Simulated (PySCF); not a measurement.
C2H3Cl, SMILES C=CCl, point group Cs.

Force field and properties: PBE0/pcSseg-1 (PySCF, grid level 2). Vibrational terms come from second-order perturbation theory with semi-diagonal cubic constants, by steps of ±0.6 along the normal coordinates of each isotopologue. The parent has the commonest isotopes.

Equilibrium geometry (Å):

```csv
atom,x,y,z
C1,-0.7100,-0.2021,0.0026
C2,0.5103,0.3021,-0.0576
Cl3,1.9474,-0.6389,0.1779
H4,-1.5638,0.4522,-0.1563
H5,-0.8945,-1.2536,0.2064
H6,0.7231,1.3483,-0.2593
```

(1) Give the equilibrium and ground-state rotational constants (MHz) of parent; ²H at 6; ²H at 4; ¹³C at 1, ²H at 6; ²H at 5; ¹³C at 2; ²H at 4, ²H at 5.

(2) How is the parent's vibrational correction B0 − Be made up?

(3) And its quartic centrifugal distortion constants from the harmonic force field?

## Answers

(1) 
| species | Ae | Be | Ce | A0 | B0 | C0 | Δ0 (u Å²) | harmonic ZPE (cm⁻¹) |
| --- | --- | --- | --- | --- | --- | --- | --- | --- |
| parent | 57889 | 5991.8 | 5429.8 | 57473 | 5964.5 | 5397.4 | 0.110 | 9393 |
| ²H at 6 | 45117 | 5953.9 | 5259.8 | 44847 | 5926.3 | 5228 | 0.120 | 8694 |
| ²H at 4 | 57760 | 5513.4 | 5033 | 57339 | 5488.7 | 5004 | 0.105 | 8707 |
| ¹³C at 1, ²H at 6 | 44668 | 5758.3 | 5100.8 | 44401 | 5731.8 | 5070.3 | 0.121 | 8655 |
| ²H at 5 | 47948 | 5804.7 | 5177.8 | 47587 | 5781.8 | 5149.1 | 0.120 | 8717 |
| ¹³C at 2 | 56303 | 5960.7 | 5390.1 | 55909 | 5934 | 5358.2 | 0.112 | 9351 |
| ²H at 4, ²H at 5 | 47697 | 5364.1 | 4821.8 | 47337 | 5342.7 | 4795.6 | 0.114 | 8027 |

Δ0 = Ic − Ia − Ib from the ground-state constants.

(2) 
| axis | harmonic | Coriolis | cubic | total (MHz) |
| --- | --- | --- | --- | --- |
| a | 360 | -122 | -655 | -417 |
| b | 9.94 | -0.925 | -36.3 | -27.3 |
| c | 4.61 | -1.44 | -35.6 | -32.4 |

(3) Asymmetric top, A reduction, Ir representation: ΔJ = 2.85 kHz, ΔJK = -40.7 kHz, ΔK = 1290 kHz, δJ = 0.408 kHz, δK = 16.9 kHz.
